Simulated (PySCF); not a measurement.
# COS: magnetic properties

Aim: compute the magnetic properties of COS (`O=C=S`).

Programs: PySCF 2.14.0, with routines of our own; each step states its level. All values are computed. Atoms count from 0.

## 1. The system as given

3 atoms, charge 0, multiplicity 1; geometry from: GFN2-xTB.

## 2. Geometry optimisation at PBE0-D3(BJ)/def2-SVP

The job: settings as JSON, then the geometry in Å.

```
{"job": {"xc": "PBE0", "basis": "def2-SVP", "d3": "d3bj", "grid": 1, "kind": "geom"}, "charge": 0, "multiplicity": 1}
O     -1.252113     0.328076    -0.006538
C     -0.121722     0.095601    -0.004425
S      1.385316    -0.214322    -0.001590
```

Launch:

```
OMP_NUM_THREADS=1 python excited_run.py task.json out
```

This one command runs all jobs of the session in turn.

Output:

```text
step   0  E = -511.06716759  max force = 0.026440
step   1  E = -511.06780999  max force = 0.002821
step   2  E = -511.06781321  max force = 0.000708
step   3  E = -511.06781344  max force = 0.000025
optimisation converged
```

Run time: 2 s. Hardware: 1 thread of Arm Neoverse V1, shared host; peak memory 0.25 GiB.

Along the way:

| step | energy from step 0 (eV) | largest force component (eV/Å) |
| --- | --- | --- |
| 0 | 0.0000 | 1.3596 |
| 1 | -0.0175 | 0.1451 |
| 2 | -0.0176 | 0.0364 |
| 3 | -0.0176 | 0.0013 |

Close pairs (by a distance rule), those that changed most:

| bond | before (Å) | after (Å) | change (Å) |
| --- | --- | --- | --- |
| C1–S2 | 1.539 | 1.564 | +0.025 |
| O0–C1 | 1.154 | 1.156 | +0.002 |

The end geometry stands in the next job.

| at the end point | value |
| --- | --- |
| point group (found at 0.08 Å tolerance) | C∞v |
| rotational constants (GHz, main isotopes) | 6.087, 6.087 |
| dipole moment (D) | 0.54 |

## 3. Magnetic properties: GIAO B3LYP/cc-pVTZ

The job: settings as JSON, then the geometry in Å.

```
{"job": {"kind": "mag", "xc": "B3LYP", "basis": "cc-pVTZ"}, "charge": 0, "multiplicity": 1}
O     -1.299807     0.317206     0.008382
C     -0.167506     0.082363     0.010470
S      1.363669    -0.235189     0.013298
```

Level: GIAO B3LYP/cc-pVTZ magnetisability, rotational g tensor and spin-rotation constants, non-relativistic, gas phase.

Output:

```text
coarse grid: 3800 points
cycle   1  E = -511.5385046877  dE =  5.233e-01  |g| = 6.696e-01  |ddm| = 3.653e+00
cycle   2  E = -511.0671057688  dE =  4.714e-01  |g| = 1.722e+00  |ddm| = 2.279e+00
cycle   3  E = -511.6071789883  dE = -5.401e-01  |g| = 1.986e-01  |ddm| = 1.738e+00
cycle   4  E = -511.6155206840  dE = -8.342e-03  |g| = 1.139e-01  |ddm| = 3.924e-01
cycle   5  E = -511.6190035478  dE = -3.483e-03  |g| = 1.690e-02  |ddm| = 1.493e-01
cycle   6  E = -511.6190705774  dE = -6.703e-05  |g| = 4.050e-03  |ddm| = 2.278e-02
cycle   7  E = -511.6190752790  dE = -4.702e-06  |g| = 8.755e-05  |ddm| = 5.142e-03
final grid: 34168 points
cycle   8  E = -511.6177438905  dE = -7.587e-06  |g| = 3.149e-03  |ddm| = 2.661e-02
cycle   9  E = -511.6177380018  dE =  5.889e-06  |g| = 6.394e-03  |ddm| = 1.004e-02
cycle  10  E = -511.6177457309  dE = -7.729e-06  |g| = 4.466e-04  |ddm| = 6.583e-03
cycle  11  E = -511.6177457446  dE = -1.374e-08  |g| = 3.354e-04  |ddm| = 8.969e-04
cycle  12  E = -511.6177457748  dE = -3.021e-08  |g| = 3.649e-05  |ddm| = 4.286e-04
cycle  13  E = -511.6177457752  dE = -3.821e-10  |g| = 5.894e-06  |ddm| = 4.673e-05
converged SCF energy = -511.6177457752

Magnetisability tensor (1e-30 J/T^2)
     -675.74       29.49       -0.26
       29.49     -539.66        0.05
       -0.26        0.05     -533.54
isotropic -582.98   principal values    -681.86   -533.54   -533.54
isotropic susceptibility -35.108 1e-6 cm^3/mol

Inertial axes            a          b          c
rot. const./GHz           -     6.0870     6.0870
chi total           -41.062    -32.130    -32.130
chi diamagnetic     -41.062   -218.302   -218.302
chi paramagnetic      0.000    186.172    186.172
quadrupole/D A       -1.164      0.582      0.582
g nuclear                 -     0.5039     0.5039
g electronic              -    -0.5324    -0.5324
g total                   -    -0.0285    -0.0285

Spin-rotation constants (kHz, H = +C I.J)
atom  isotope        aa         bb         cc
  0    17O*           -     -2.330     -2.330
  1    13C*           -      3.284      3.284
  2    33S*           -      1.164      1.164
* in the singly substituted isotopologue
```

Run time: 3.4 s. Hardware: 1 thread of Arm Neoverse V1, shared host; peak memory 0.46 GiB.

From this job:

| quantity | value |
| --- | --- |
| magnetisability | -583·10⁻³⁰ J/T² |
| molar susceptibility | -35.1·10⁻⁶ cm³/mol |
| rotational g (a, b, c) | –, -0.0285, -0.0285 |

Orbitals, density, ELF and potential are computed afterwards from the orbital file.

Frontier orbitals at B3LYP/cc-pVTZ, with the share of their density that lies nearest to each atom:

| orbital | energy (eV) | lies on |
| --- | --- | --- |
| HOMO | -8.39 | S2 69 %; O0 19 %; C1 11 % |
| LUMO | -1.03 | C1 46 %; S2 31 %; O0 23 % |

ELF in a plane through or near 3 of the atoms.

Values, 10 rows by 14 columns:
```
0.00 0.00 0.00 0.00 0.00 0.00 0.00 0.00 0.01 0.01 0.01 0.00 0.00 0.00
0.00 0.00 0.00 0.00 0.01 0.01 0.00 0.04 0.19 0.35 0.27 0.07 0.00 0.00
0.00 0.00 0.00 0.05 0.18 0.12 0.06 0.14 0.44 0.70 0.67 0.32 0.03 0.00
0.00 0.00 0.04 0.40 0.69 0.59 0.41 0.59 0.68 0.88 0.90 0.66 0.13 0.00
0.00 0.00 0.14 0.72 0.88 0.67 0.65 0.67 0.56 0.26 0.53 0.75 0.20 0.00
0.00 0.00 0.17 0.77 0.83 0.20 0.35 0.35 0.45 0.62 0.19 0.75 0.22 0.01
0.00 0.00 0.09 0.60 0.84 0.76 0.64 0.77 0.71 0.58 0.88 0.73 0.17 0.00
0.00 0.00 0.01 0.19 0.43 0.32 0.19 0.32 0.58 0.84 0.82 0.52 0.07 0.00
0.00 0.00 0.00 0.02 0.08 0.07 0.03 0.09 0.36 0.61 0.55 0.22 0.01 0.00
0.00 0.00 0.00 0.00 0.00 0.00 0.00 0.01 0.06 0.10 0.07 0.01 0.00 0.00
```
The map spans 8.1 Å across and 5.2 Å up, centred on the molecule. Atoms in the plane (x, y in Å): O0 (-1.3, 0.0), C1 (-0.1, 0.0), S2 (1.4, 0.0).

On the surface of density 0.002 e/bohr³ the electrostatic potential runs, from the 1st to the 99th percentile, from -0.55 V near O0 to 0.94 V near S2.

## 4. Magnetic properties: GIAO B3LYP/MINI

The job: settings as JSON, then the geometry in Å.

```
{"job": {"kind": "mag", "xc": "B3LYP", "basis": "MINI"}, "charge": 0, "multiplicity": 1}
O     -1.299807     0.317206     0.008382
C     -0.167506     0.082363     0.010470
S      1.363669    -0.235189     0.013298
```

Method: GIAO B3LYP/MINI magnetisability, rotational g tensor and spin-rotation constants, non-relativistic, gas phase.

Output:

```text
coarse grid: 3800 points
cycle   1  E = -508.5381404182  dE =  4.803e-01  |g| = 5.669e-01  |ddm| = 3.192e+00
cycle   2  E = -508.1593728458  dE =  3.788e-01  |g| = 1.361e+00  |ddm| = 2.275e+00
cycle   3  E = -508.5829144291  dE = -4.235e-01  |g| = 4.005e-01  |ddm| = 1.782e+00
cycle   4  E = -508.6428530341  dE = -5.994e-02  |g| = 7.164e-02  |ddm| = 7.862e-01
cycle   5  E = -508.6445367394  dE = -1.684e-03  |g| = 3.624e-03  |ddm| = 1.101e-01
cycle   6  E = -508.6445424420  dE = -5.703e-06  |g| = 2.466e-04  |ddm| = 7.812e-03
final grid: 34168 points
cycle   7  E = -508.6660586589  dE =  3.396e-07  |g| = 1.633e-03  |ddm| = 5.143e-03
cycle   8  E = -508.6660526388  dE =  6.020e-06  |g| = 4.215e-03  |ddm| = 1.072e-02
cycle   9  E = -508.6660596927  dE = -7.054e-06  |g| = 6.270e-04  |ddm| = 7.656e-03
cycle  10  E = -508.6660598053  dE = -1.125e-07  |g| = 4.560e-05  |ddm| = 8.073e-04
cycle  11  E = -508.6660598058  dE = -5.818e-10  |g| = 1.932e-06  |ddm| = 5.753e-05
converged SCF energy = -508.6660598058

Magnetisability tensor (1e-30 J/T^2)
     -724.73       34.61       -0.31
       34.61     -565.04        0.06
       -0.31        0.06     -557.86
isotropic -615.88   principal values    -731.91   -557.86   -557.86
isotropic susceptibility -37.089 1e-6 cm^3/mol

Inertial axes            a          b          c
rot. const./GHz           -     6.0870     6.0870
chi total           -44.077    -33.595    -33.595
chi diamagnetic     -44.077   -221.864   -221.864
chi paramagnetic      0.000    188.269    188.269
quadrupole/D A       -1.784      0.892      0.892
g nuclear                 -     0.5039     0.5039
g electronic              -    -0.5384    -0.5384
g total                   -    -0.0345    -0.0345

Spin-rotation constants (kHz, H = +C I.J)
atom  isotope        aa         bb         cc
  0    17O*           -     -2.405     -2.405
  1    13C*           -      1.960      1.960
  2    33S*           -      1.124      1.124
* in the singly substituted isotopologue
```

Run time: 0.62 s. Hardware: 1 thread of Arm Neoverse V1, shared host; peak memory 0.38 GiB.

In short:

| quantity | value |
| --- | --- |
| magnetisability | -616·10⁻³⁰ J/T² |
| molar susceptibility | -37.1·10⁻⁶ cm³/mol |
| rotational g (a, b, c) | –, -0.0345, -0.0345 |

## 5. Magnetic properties: GIAO B3LYP/pcSseg-1

The job: settings as JSON, then the geometry in Å.

```
{"job": {"kind": "mag", "xc": "B3LYP", "basis": "pcSseg-1"}, "charge": 0, "multiplicity": 1}
O     -1.299807     0.317206     0.008382
C     -0.167506     0.082363     0.010470
S      1.363669    -0.235189     0.013298
```

Level: GIAO B3LYP/pcSseg-1 magnetisability, rotational g tensor and spin-rotation constants, non-relativistic, gas phase.

Output:

```text
coarse grid: 3800 points
cycle   1  E = -511.4195845906  dE =  5.253e-01  |g| = 6.635e-01  |ddm| = 1.898e+00
cycle   2  E = -510.9584638372  dE =  4.611e-01  |g| = 1.700e+00  |ddm| = 1.145e+00
cycle   3  E = -511.4870342089  dE = -5.286e-01  |g| = 2.185e-01  |ddm| = 9.367e-01
cycle   4  E = -511.4985513021  dE = -1.152e-02  |g| = 1.015e-01  |ddm| = 2.885e-01
cycle   5  E = -511.5012686391  dE = -2.717e-03  |g| = 1.330e-02  |ddm| = 8.810e-02
cycle   6  E = -511.5013087621  dE = -4.012e-05  |g| = 3.529e-03  |ddm| = 1.360e-02
cycle   7  E = -511.5013120604  dE = -3.298e-06  |g| = 1.400e-04  |ddm| = 3.253e-03
final grid: 34168 points
cycle   8  E = -511.5336372037  dE = -3.092e-06  |g| = 3.901e-03  |ddm| = 6.079e-03
cycle   9  E = -511.5336253810  dE =  1.182e-05  |g| = 8.982e-03  |ddm| = 5.888e-03
cycle  10  E = -511.5336396959  dE = -1.431e-05  |g| = 7.839e-04  |ddm| = 4.539e-03
cycle  11  E = -511.5336398736  dE = -1.777e-07  |g| = 9.600e-05  |ddm| = 7.721e-04
cycle  12  E = -511.5336398757  dE = -2.096e-09  |g| = 1.496e-05  |ddm| = 9.322e-05
cycle  13  E = -511.5336398758  dE = -4.877e-11  |g| = 4.557e-06  |ddm| = 1.557e-05
converged SCF energy = -511.5336398758

Magnetisability tensor (1e-30 J/T^2)
     -681.25       27.89       -0.25
       27.89     -552.55        0.05
       -0.25        0.05     -546.77
isotropic -593.52   principal values    -687.03   -546.77   -546.77
isotropic susceptibility -35.743 1e-6 cm^3/mol

Inertial axes            a          b          c
rot. const./GHz           -     6.0870     6.0870
chi total           -41.374    -32.927    -32.927
chi diamagnetic     -41.374   -218.957   -218.957
chi paramagnetic      0.000    186.030    186.030
quadrupole/D A       -1.552      0.776      0.776
g nuclear                 -     0.5039     0.5039
g electronic              -    -0.5320    -0.5320
g total                   -    -0.0281    -0.0281

Spin-rotation constants (kHz, H = +C I.J)
atom  isotope        aa         bb         cc
  0    17O*           -     -2.408     -2.408
  1    13C*           -      3.365      3.365
  2    33S*           -      1.224      1.224
* in the singly substituted isotopologue
```

Wall time 1.3 s (1 thread of Arm Neoverse V1, shared host); peak memory 0.38 GiB.

In short:

| quantity | value |
| --- | --- |
| magnetisability | -594·10⁻³⁰ J/T² |
| molar susceptibility | -35.7·10⁻⁶ cm³/mol |
| rotational g (a, b, c) | –, -0.0281, -0.0281 |

## 6. Magnetic properties: GIAO B3LYP/3-21G

The job: settings as JSON, then the geometry in Å.

```
{"job": {"kind": "mag", "xc": "B3LYP", "basis": "3-21G"}, "charge": 0, "multiplicity": 1}
O     -1.299807     0.317206     0.008382
C     -0.167506     0.082363     0.010470
S      1.363669    -0.235189     0.013298
```

Method: GIAO B3LYP/3-21G magnetisability, rotational g tensor and spin-rotation constants, non-relativistic, gas phase.

Output:

```text
coarse grid: 3800 points
cycle   1  E = -508.8046462534  dE =  2.967e-01  |g| = 6.949e-01  |ddm| = 2.333e+00
cycle   2  E = -508.3172124020  dE =  4.874e-01  |g| = 1.769e+00  |ddm| = 1.630e+00
cycle   3  E = -508.8738411949  dE = -5.566e-01  |g| = 3.404e-01  |ddm| = 1.142e+00
cycle   4  E = -508.9081840600  dE = -3.434e-02  |g| = 5.699e-02  |ddm| = 4.134e-01
cycle   5  E = -508.9087837381  dE = -5.997e-04  |g| = 1.324e-02  |ddm| = 3.344e-02
cycle   6  E = -508.9088252855  dE = -4.155e-05  |g| = 1.933e-03  |ddm| = 1.073e-02
cycle   7  E = -508.9088260590  dE = -7.734e-07  |g| = 2.479e-04  |ddm| = 1.967e-03
final grid: 34168 points
cycle   8  E = -508.9379469133  dE = -1.554e-06  |g| = 9.304e-04  |ddm| = 5.470e-03
cycle   9  E = -508.9379462330  dE =  6.803e-07  |g| = 2.109e-03  |ddm| = 2.023e-03
cycle  10  E = -508.9379470840  dE = -8.510e-07  |g| = 2.981e-04  |ddm| = 1.463e-03
cycle  11  E = -508.9379471014  dE = -1.741e-08  |g| = 1.345e-04  |ddm| = 4.428e-04
cycle  12  E = -508.9379471068  dE = -5.434e-09  |g| = 1.569e-05  |ddm| = 1.759e-04
cycle  13  E = -508.9379471069  dE = -7.810e-11  |g| = 4.772e-06  |ddm| = 2.300e-05
converged SCF energy = -508.9379471069

Magnetisability tensor (1e-30 J/T^2)
     -676.13       23.10       -0.21
       23.10     -569.54        0.04
       -0.21        0.04     -564.74
isotropic -603.47   principal values    -680.92   -564.74   -564.74
isotropic susceptibility -36.342 1e-6 cm^3/mol

Inertial axes            a          b          c
rot. const./GHz           -     6.0870     6.0870
chi total           -41.006    -34.010    -34.010
chi diamagnetic     -41.006   -219.500   -219.500
chi paramagnetic      0.000    185.491    185.491
quadrupole/D A       -2.584      1.292      1.292
g nuclear                 -     0.5039     0.5039
g electronic              -    -0.5304    -0.5304
g total                   -    -0.0265    -0.0265

Spin-rotation constants (kHz, H = +C I.J)
atom  isotope        aa         bb         cc
  0    17O*           -     -2.218     -2.218
  1    13C*           -      2.708      2.708
  2    33S*           -      1.015      1.015
* in the singly substituted isotopologue
```

Wall time 0.78 s (1 thread of Arm Neoverse V1, shared host); peak memory 0.38 GiB.

From this job:

| quantity | value |
| --- | --- |
| magnetisability | -603·10⁻³⁰ J/T² |
| molar susceptibility | -36.3·10⁻⁶ cm³/mol |
| rotational g (a, b, c) | –, -0.0265, -0.0265 |

## 7. Magnetic properties: GIAO B3LYP/cc-pVDZ

The job: settings as JSON, then the geometry in Å.

```
{"job": {"kind": "mag", "xc": "B3LYP", "basis": "cc-pVDZ"}, "charge": 0, "multiplicity": 1}
O     -1.299807     0.317206     0.008382
C     -0.167506     0.082363     0.010470
S      1.363669    -0.235189     0.013298
```

With the program's defaults for keys left out, this is: GIAO B3LYP/cc-pVDZ magnetisability, rotational g tensor and spin-rotation constants, non-relativistic, gas phase.

Output:

```text
coarse grid: 3800 points
cycle   1  E = -511.4738099782  dE =  5.442e-01  |g| = 6.703e-01  |ddm| = 3.780e+00
cycle   2  E = -510.9879666828  dE =  4.858e-01  |g| = 1.717e+00  |ddm| = 2.417e+00
cycle   3  E = -511.5458141761  dE = -5.578e-01  |g| = 2.192e-01  |ddm| = 1.791e+00
cycle   4  E = -511.5579810373  dE = -1.217e-02  |g| = 9.930e-02  |ddm| = 4.865e-01
cycle   5  E = -511.5608154361  dE = -2.834e-03  |g| = 1.282e-02  |ddm| = 1.514e-01
cycle   6  E = -511.5608593445  dE = -4.391e-05  |g| = 2.402e-03  |ddm| = 2.905e-02
cycle   7  E = -511.5608610085  dE = -1.664e-06  |g| = 9.673e-05  |ddm| = 3.149e-03
final grid: 34168 points
cycle   8  E = -511.5662718825  dE = -2.378e-06  |g| = 2.343e-03  |ddm| = 1.340e-02
cycle   9  E = -511.5662682230  dE =  3.660e-06  |g| = 4.876e-03  |ddm| = 8.588e-03
cycle  10  E = -511.5662730798  dE = -4.857e-06  |g| = 3.292e-04  |ddm| = 5.521e-03
cycle  11  E = -511.5662731024  dE = -2.261e-08  |g| = 1.626e-04  |ddm| = 6.569e-04
cycle  12  E = -511.5662731095  dE = -7.025e-09  |g| = 1.716e-05  |ddm| = 2.633e-04
cycle  13  E = -511.5662731095  dE = -9.368e-11  |g| = 3.429e-06  |ddm| = 4.666e-05
converged SCF energy = -511.5662731095

Magnetisability tensor (1e-30 J/T^2)
     -668.07       25.55       -0.23
       25.55     -550.20        0.05
       -0.23        0.05     -544.90
isotropic -587.72   principal values    -673.37   -544.90   -544.90
isotropic susceptibility -35.394 1e-6 cm^3/mol

Inertial axes            a          b          c
rot. const./GHz           -     6.0870     6.0870
chi total           -40.551    -32.815    -32.815
chi diamagnetic     -40.551   -217.741   -217.741
chi paramagnetic      0.000    184.926    184.926
quadrupole/D A       -1.107      0.553      0.553
g nuclear                 -     0.5039     0.5039
g electronic              -    -0.5288    -0.5288
g total                   -    -0.0249    -0.0249

Spin-rotation constants (kHz, H = +C I.J)
atom  isotope        aa         bb         cc
  0    17O*           -     -2.175     -2.175
  1    13C*           -      3.014      3.014
  2    33S*           -      1.084      1.084
* in the singly substituted isotopologue
```

Wall time 1.2 s (1 thread of Arm Neoverse V1, shared host); peak memory 0.38 GiB.

Key values:

| quantity | value |
| --- | --- |
| magnetisability | -588·10⁻³⁰ J/T² |
| molar susceptibility | -35.4·10⁻⁶ cm³/mol |
| rotational g (a, b, c) | –, -0.0249, -0.0249 |

## 8. The levels compared

| level | ξ (10⁻³⁰ J/T²) | g(a) | g(b) | gap (eV) | functions | time |
| --- | --- | --- | --- | --- | --- | --- |
| GIAO B3LYP/cc-pVTZ | -583 | – | -0.0285 | 7.36 | 94 | 3.4 s |
| GIAO B3LYP/MINI | -616 | – | -0.0345 | 7.21 | 19 | 0.62 s |
| GIAO B3LYP/pcSseg-1 | -594 | – | -0.0281 | 7.44 | 58 | 1.3 s |
| GIAO B3LYP/3-21G | -603 | – | -0.0265 | 7.56 | 31 | 0.78 s |
| GIAO B3LYP/cc-pVDZ | -588 | – | -0.0249 | 7.48 | 46 | 1.2 s |

## 9. What came out

```
                                           quantity                    value
                                        point group                      C∞v
               rotational constants (main isotopes)           6.09, 6.09 GHz
       magnetisability (step 3, GIAO B3LYP/cc-pVTZ)          -583·10⁻³⁰ J/T²
  molar susceptibility (step 3, GIAO B3LYP/cc-pVTZ)       -35.1·10⁻⁶ cm³/mol
rotational g (a, b, c) (step 3, GIAO B3LYP/cc-pVTZ)      –, -0.0285, -0.0285
              surface potential, 1st and 99th percentile       -0.55 V and 0.94 V
                    magnetisability over the levels  -603 to -583·10⁻³⁰ J/T²
```

The optimisation took 3 steps and gained 0.018 eV; among the close pairs (by a distance rule), C1–S2 changed most, from 1.539 to 1.564 Å. GIAO B3LYP/MINI has a minimal basis, so it is left out of the spread where two other levels stand. The magnetisability spreads by 3.5 % over 4 levels, from GIAO B3LYP/3-21G (0.78 s) to GIAO B3LYP/cc-pVTZ (3.4 s); the runs took 0.78 s to 3.4 s. Vibrational averaging and real surroundings are missing from these values.
